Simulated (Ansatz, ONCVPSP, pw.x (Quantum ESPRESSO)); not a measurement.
**What a changed setting does to a pw.x run (diamond Li)**

Potential: optimised norm-conserving Vanderbilt (ONCV), ONCVPSP 4.0.1.1 (patched build), LDA (Perdew-Wang 92); core [He], reference 2s1; waves: 2s: rc 3.20 bohr, ncon 3, nbas 7, qcut 2.1 1/bohr, 3 projectors, debl 1.2 Ha; p scattering state at 0.29 Ha: rc 3.00 bohr, ncon 4, nbas 7, qcut 3.1 1/bohr, 1 projector; d scattering state at 0.14 Ha: rc 2.95 bohr, ncon 3, nbas 7, qcut 2.9 1/bohr, 3 projectors, debl 2.6 Ha; local part: polynomial inside 2.65 bohr (lpopt 5, dvloc0 1 Ha); core correction: Teter function, parameters optimised by the program. In the p channel the program set the typed energies aside and used 0.050 Ha.

The reference run (k-mesh 8³, cutoffs 50/200 Ry, Fermi–Dirac 0.01 Ry, mixing_beta 0.4, conv_thr 1e-9, no spin) gives -0.06 GPa at 23.620 Å³/atom, where all-electron LAPW gives -0.01 GPa. This run, with its own iteration cap, changes smearing to mp.

```
&control
  calculation='scf', prefix='x', pseudo_dir='./', outdir='./tmp', tstress=.true., disk_io='none'
/
&system
  ibrav=0, nat=2, ntyp=1, ecutwfc=50, ecutrho=200, nbnd=8,
  occupations='smearing', smearing='mp', degauss=0.01
/
&electrons
  conv_thr=1e-09, mixing_beta=0.4, electron_maxstep=50
/
ATOMIC_SPECIES
Li 1.0 Li.UPF
CELL_PARAMETERS angstrom
  0.00000000 2.86919433 2.86919433
  2.86919433 0.00000000 2.86919433
  2.86919433 2.86919433 0.00000000
ATOMIC_POSITIONS crystal
Li 0.0000 0.0000 0.0000
Li 0.2500 0.2500 0.2500
K_POINTS automatic
8 8 8 0 0 0
```

```bash
pw.x < Li.scf.in > Li.scf.out
```

Task: How does the run end?

Result: It converges in 5 iterations; the free energy moves by +12.6 meV/atom and the pressure by -0.06 GPa. This scheme is built to cancel the term in the square of the width that Fermi–Dirac smearing leaves in the F of a metal.

```
Message from routine setup:
     using ibrav=0 with symmetry is DISCOURAGED, use correct ibrav instead
     lattice parameter (alat)  =       7.6679  a.u.
     unit-cell volume          =     318.7913 (a.u.)^3
     number of electrons       =         2.00
     number of Kohn-Sham states=            8
     kinetic-energy cutoff     =      50.0000  Ry
     charge density cutoff     =     200.0000  Ry
     scf convergence threshold =      1.0E-09
     Exchange-correlation= SLA  PW   NOGX NOGC
     number of k points=    29  Methfessel-Paxton smearing, width (Ry)=  0.0100
     iteration #  1     ecut=    50.00 Ry     beta= 0.40
     total energy              =      -1.09357455 Ry
     estimated scf accuracy    <       0.00071912 Ry
     iteration #  2     ecut=    50.00 Ry     beta= 0.40
     total energy              =      -1.09352211 Ry
     estimated scf accuracy    <       0.00023152 Ry
     iteration #  3     ecut=    50.00 Ry     beta= 0.40
     total energy              =      -1.09352766 Ry
     estimated scf accuracy    <       0.00000023 Ry
     iteration #  4     ecut=    50.00 Ry     beta= 0.40
     total energy              =      -1.09352775 Ry
     estimated scf accuracy    <       0.00000001 Ry
     iteration #  5     ecut=    50.00 Ry     beta= 0.40
     the Fermi energy is     0.2535 ev
!    total energy              =      -1.09352776 Ry
     estimated scf accuracy    <          2.8E-10 Ry
     smearing contrib. (-TS)   =      -0.00026582 Ry
     The total energy is F=E-TS. E is the sum of the following terms:
     one-electron contribution =       0.73447107 Ry
     hartree contribution      =       0.00061822 Ry
     xc contribution           =      -0.83484208 Ry
     ewald contribution        =      -0.99350914 Ry
     convergence has been achieved in   5 iterations
          total   stress  (Ry/bohr**3)                   (kbar)     P=       -1.25
     Message from routine punch:
     Nothing written, as per user request (disk_io='none')
```

The run took about 10 s on one core of a shared host (Neoverse-N1, 64 threads, 124 GiB, load 58).
